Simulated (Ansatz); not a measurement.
# AlH4+ (triplet): from Hartree-Fock to the top rungs, cc-pVDZ

Aim: climb from Hartree-Fock through coupled cluster for AlH4+ (triplet) at one geometry and basis, and see what each rung misses.

The runs use Ansatz 0.2.0, Gaussian basis; cc-pVDZ, core rule «outside noble gas», up to 5 orbitals frozen.

The runs, in order: UHF; CCSD(T) on ROHF; CCSD(T) on UHF; BCCD(T) on ROHF; CISD; CCSDT(Q) on ROHF; CCSDT(Q) on UHF; CISDTQ; CCSDTQ on ROHF; CCSDTQ on UHF; Full CI.

8 further runs of the same task are left out: 5 for a known fault of the program, 3 set aside as unsound or not needed.

**1. The system**

The geometry is a PBE0/def2-TZVP stationary point (not a proven minimum) of the parent state, kept for this charge and spin.

5 atoms, charge 1, spin multiplicity 3.

Atoms are counted from 1 here; the program's logs count them from 0.

Bond lengths: Al1–H4 1.595 Å, Al1–H5 1.595 Å, H2–H3 0.766 Å. Angles: H4–Al1–H5 120.0°.

**2. UHF**

File in.yaml:

```yaml
crystal:
  periodic: [false, false, false]
  atoms:
    - {symbol: Al, position_ang: [-0.059867, 0.000147, -0.132768]}
    - {symbol: H, position_ang: [0.448722, 0.001802, 1.985772]}
    - {symbol: H, position_ang: [-0.317066, -0.008906, 1.956389]}
    - {symbol: H, position_ang: [0.733301, 1.383310, -0.188797]}
    - {symbol: H, position_ang: [0.737612, -1.380129, -0.199290]}
basis:
  gaussian: {orbitals: cc-pVDZ}
total_charge: 1
magnetization: {spin_polarized: true, initial_magnetization: 2}
hamiltonian: {xc: hf}
output: {orbitals: {seedname: orbitals}}
```

Launch:

```sh
$ ansatz run in.yaml --threads 1 --pin off --events-out ev --progress --plain --max-ram 3956MiB --backend cpu
```

Further steps of the session: CCSD(T) on ROHF; CCSD(T) on UHF; BCCD(T) on ROHF; CISD; CCSDT(Q) on ROHF; CCSDT(Q) on UHF; CISDTQ; CCSDTQ on ROHF; CCSDTQ on UHF; Full CI.

Q: Predict the results of all the runs planned. Wanted: FCI below the RHF energy; RMP2 from FCI; UMP2 from FCI; RCCSD from FCI; RCCSD(T) from FCI; UCCSD(T) from FCI; RCCSDT(Q) from FCI; UCCSDT(Q) from FCI; T1 diagnostic.

**Answer**, as computed:

```
                         quantity                                                                                        value
         FCI below the RHF energy                                                                                   -2.8153 eV
                    RMP2 from FCI                                                                                   +775.0 meV
                    UMP2 from FCI                                                                                   +815.1 meV
                   RCCSD from FCI                                                                                    +62.2 meV
                RCCSD(T) from FCI                                                                                    +16.4 meV
                UCCSD(T) from FCI                                                                                    +14.8 meV
               RCCSDT(Q) from FCI                                                                                     -0.6 meV
               UCCSDT(Q) from FCI                                                                                     -1.1 meV
levels within 1 kcal/mol (43 meV)  RCCSD(T), UCCSD(T), BCCD(T), RCCSDT, UCCSDT, CISDTQ, RCCSDT(Q), UCCSDT(Q), RCCSDTQ, UCCSDTQ
                    T1 diagnostic                                                                                        0.032
   effectively unpaired electrons                                                                                         2.04
```

In words: RCCSD(T) lands +16.4 meV from the yardstick (0.6 % of the correlation energy). One determinant dominates. Coupled cluster took another determinant than the lowest Hartree-Fock one. These misses are within one basis, not against nature; the frozen cores of restricted and unrestricted runs differ, which can shift their rows.
